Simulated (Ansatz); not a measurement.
# [Er(NH3)6]3+ (ErN₆H₁₈ (+3)): one state, many levels

The task here is to estimate one member of a computed series from the others.

Method: as each input shows; program: Ansatz 0.2.0, Gaussian basis.

Plan: PBE-D4/def2-TZVP, r2SCAN-D4/def2-TZVP, HSE06-D4/def2-TZVP, PBE-D4/def2-SVP, PBE0-D4/def2-SVP, MP2/def2-SVP.

1 further run of the same task is left out (it didn't finish). Runs told in other sessions of the task aren't counted.

**The relaxed structure**

The quartet was relaxed beforehand with PBE-D4/def2-SVP.

25 atoms, charge 3, spin multiplicity 4.

Atoms are counted from 1 here; the program's logs count them from 0.

Bond lengths: Er1–N2 2.480 Å, Er1–N6 2.480 Å, Er1–N10 2.479 Å, Er1–N14 2.479 Å, Er1–N18 2.480 Å, Er1–N22 2.479 Å, N2–H3 1.038 Å, N2–H4 1.038 Å, N2–H5 1.038 Å, N6–H7 1.038 Å, N6–H8 1.038 Å, N6–H9 1.038 Å, N10–H11 1.038 Å, N10–H12 1.038 Å, N10–H13 1.038 Å, N14–H15 1.038 Å, N14–H16 1.038 Å, N14–H17 1.038 Å and more. Angles: N2–Er1–N6 179.5°, N2–Er1–N10 88.2°, N2–Er1–N14 92.4°, N2–Er1–N18 91.2°, N2–Er1–N22 88.2°, N6–Er1–N10 92.3°, N6–Er1–N14 87.1°, N6–Er1–N18 88.7°, N6–Er1–N22 91.9°, N10–Er1–N14 179.4°, N10–Er1–N18 92.0°, N10–Er1–N22 87.6°, N14–Er1–N18 88.1°, N14–Er1–N22 92.3°, N18–Er1–N22 179.3°, Er1–N2–H3 115.5°, Er1–N2–H4 115.7°, Er1–N2–H5 115.1° and more.

Er takes a core potential in the def2 sets. No spin-orbit coupling is included. The ion is computed in the gas phase, without counter-ions or solvent.

PBE0-D4/def2-TZVP was run before; its log isn't repeated, and its numbers join the tables.

Set-up of the first run:

start.molden holds the orbitals of an earlier run on this state, given as this run's starting guess.

Contents of in.yaml:

```yaml
crystal:
  periodic: [false, false, false]
  atoms:
    - {symbol: Er, position_ang: [0.000241, 0.000077, 0.000593]}
    - {symbol: N, position_ang: [0.037559, -0.023898, 2.480632]}
    - {symbol: H, position_ang: [0.876794, 0.401339, 2.919442]}
    - {symbol: H, position_ang: [-0.005313, -0.962255, 2.922071]}
    - {symbol: H, position_ang: [-0.744645, 0.482896, 2.938244]}
    - {symbol: N, position_ang: [-0.056966, 0.028903, -2.478253]}
    - {symbol: H, position_ang: [-0.869102, -0.451470, -2.911099]}
    - {symbol: H, position_ang: [0.754352, -0.421855, -2.943675]}
    - {symbol: H, position_ang: [-0.082049, 0.969093, -2.917172]}
    - {symbol: N, position_ang: [2.478461, -0.063735, 0.040691]}
    - {symbol: H, position_ang: [2.941923, 0.865236, 0.030265]}
    - {symbol: H, position_ang: [2.924095, -0.554201, -0.758643]}
    - {symbol: H, position_ang: [2.905897, -0.527497, 0.864761]}
    - {symbol: N, position_ang: [-2.477254, 0.058333, -0.066419]}
    - {symbol: H, position_ang: [-2.896419, 0.626946, -0.826483]}
    - {symbol: H, position_ang: [-2.937671, 0.432698, 0.785545]}
    - {symbol: H, position_ang: [-2.934072, -0.866088, -0.189108]}
    - {symbol: N, position_ang: [-0.021308, 2.479572, -0.027866]}
    - {symbol: H, position_ang: [0.235335, 2.927817, 0.872979]}
    - {symbol: H, position_ang: [-0.933438, 2.919953, -0.253588]}
    - {symbol: H, position_ang: [0.627206, 2.928183, -0.703184]}
    - {symbol: N, position_ang: [0.039793, -2.478378, 0.051775]}
    - {symbol: H, position_ang: [-0.133961, -2.936455, -0.863888]}
    - {symbol: H, position_ang: [-0.661781, -2.926531, 0.672215]}
    - {symbol: H, position_ang: [0.932321, -2.908653, 0.360177]}
basis:
  gaussian: {orbitals: def2-TZVP, initial_orbitals: start.molden}
total_charge: 3
magnetization: {spin_polarized: true, initial_magnetization: 3}
hamiltonian: {xc: pbe, dispersion: d4}
scf: {omitted_lower_state_checks: [starts]}
output: {orbitals: {seedname: orbitals}}
```

Launch:

```sh
> ansatz run in.yaml --threads 4 --pin off --events-out ev --progress --plain --max-ram 6963MiB
```

Among the steps run: PBE-D4/def2-TZVP; r2SCAN-D4/def2-TZVP; HSE06-D4/def2-TZVP; PBE-D4/def2-SVP; PBE0-D4/def2-SVP; MP2/def2-SVP.

One table of the session follows, with a row left open; its other results are not shown here.

| level | HOMO (eV) | LUMO (eV) | gap (eV) |
| --- | --- | --- | --- |
| PBE-D4/def2-SVP | -19.59 | -18.13 | 1.46 |
| PBE-D4/def2-TZVP | ? | ? | ? |
| r2SCAN-D4/def2-TZVP | -20.18 | -16.01 | 4.17 |
| PBE0-D4/def2-SVP | -21.48 | -14.21 | 7.27 |
| PBE0-D4/def2-TZVP | -21.46 | -14.24 | 7.22 |
| HSE06-D4/def2-TZVP | -21.05 | -14.65 | 6.40 |

**Question.** Estimate the row for PBE-D4/def2-TZVP.

The run gave: HOMO (eV): -19.62; LUMO (eV): -18.20; gap (eV): 1.42. In the column «HOMO (eV)» it lies between r2SCAN-D4/def2-TZVP (-20.18) and PBE-D4/def2-SVP (-19.59).
